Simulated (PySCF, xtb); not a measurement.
HS, SMILES [SH] (connectivity only; charge and spin as stated), charge -1, multiplicity 1.

Harmonic wavenumbers (cm⁻¹) from xtb with GFN2-xTB at its own minimum, in rising order: 2364.

### Question
What does PBE-D3(BJ)/def2-TZVPD in PySCF give at its own minimum? (The exact figures need the calculation; the answer reports its results.)

### Answer
2581. Paired by order, the mean absolute difference is 217 cm⁻¹ and the zero-point energies are 3.4 and 3.7 kcal/mol.
